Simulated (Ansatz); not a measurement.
# SiP₂H (doublet): wave-function methods side by side, cc-pVDZ

The task here is to estimate one member of a computed series from the others.

The runs use Ansatz 0.2.0, Gaussian basis; cc-pVDZ, core rule «outside noble gas», up to 15 orbitals frozen.

Plan: UHF; CCSD(T) on ROHF; CCSD(T) on UHF; BCCD(T) on ROHF; CISD as a restricted active space (open shells left free, so some higher excitations enter); CCSDT(Q) on ROHF; CCSDT(Q) on UHF.

17 further runs of the same task are left out: 3 that didn't finish, 14 set aside as unsound or not needed. Runs told in other sessions of the task aren't counted.

## The geometry

The geometry is a PBE0/def2-TZVP stationary point (not a proven minimum).

4 atoms, charge 0, spin multiplicity 2.

Atoms are counted from 1 here; the program's logs count them from 0.

Bond lengths: P1–P2 1.915 Å, P2–Si3 2.173 Å, Si3–H4 1.525 Å. Angles: P1–P2–Si3 165.2°, P2–Si3–H4 85.8°.

As a file:

```xyz
4
charge 0, multiplicity 2
P     0.0000   -0.0591    1.9437
P     0.0000    0.1567    0.0408
Si    0.0000   -0.1566   -2.1090
H     0.0000    1.3645   -2.2184
```

The first run:

The input, in.yaml:

```yaml
crystal:
  periodic: [false, false, false]
  atoms:
    - {symbol: P, position_ang: [0.000000, -0.059059, 1.943693]}
    - {symbol: P, position_ang: [0.000000, 0.156690, 0.040834]}
    - {symbol: Si, position_ang: [0.000000, -0.156639, -2.108997]}
    - {symbol: H, position_ang: [0.000000, 1.364462, -2.218417]}
basis:
  gaussian: {orbitals: cc-pVDZ}
magnetization: {spin_polarized: true, initial_magnetization: 1}
hamiltonian: {xc: hf}
output: {orbitals: {seedname: orbitals}}
```

Launch:

```
ansatz run in.yaml --threads 1 --pin off --events-out ev --progress --plain --max-ram 2393MiB
```

Steps of the session up to this table: UHF; CCSD(T) on ROHF; CCSD(T) on UHF; BCCD(T) on ROHF; CISD as a restricted active space (open shells left free, so some higher excitations enter); CCSDT(Q) on ROHF; CCSDT(Q) on UHF.

One table of the session follows, with a row left open; its other results are not shown here.

```
   method  from RCCSDT(Q) (kJ/mol)
     ROHF                   +996.4
      UHF                   +944.1
     RMP2                   +156.9
     UMP2                   +211.9
     CISD                        ?
    RCCSD                    +65.5
    UCCSD                    +64.4
 RCCSD(T)                    +10.7
 UCCSD(T)                    +14.7
  BCCD(T)                    +10.1
   RCCSDT                     +6.6
   UCCSDT                     +6.2
RCCSDT(Q)                        0
UCCSDT(Q)                     -0.4
```

Estimate the missing values for CISD.

As computed: from RCCSDT(Q) (kJ/mol): +200.5. In the column «from RCCSDT(Q) (kJ/mol)» it lies between RMP2 (+156.9) and UMP2 (+211.9).

With the free atoms at the same levels and basis (separate runs), the atomisation energy is 7.474 eV at RCCSDT(Q), 7.395 eV at RCCSD(T), 7.353 eV at UCCSD(T), 3.525 eV at ROHF.

Limits of these values: The determinant of HF (⟨S²⟩ 1.33) is far from a pure spin state, so its energy mixes those of several spin states; that is harmless only where they are near-degenerate. The determinant of CCSD(T) (⟨S²⟩ 1.33) is far from a pure spin state, so its energy mixes those of several spin states; high orders of coupled cluster remove much of that, low ones don't. The determinant of CCSDT(Q) (⟨S²⟩ 1.33) is far from a pure spin state, so its energy mixes those of several spin states; high orders of coupled cluster remove much of that, low ones don't. Warnings: spin contamination; large T1 diagnostic. Restricted and unrestricted rows rest on different reference determinants; a gap between their highest levels can come from leftover correlation error, from unlike frozen cores or from another state.
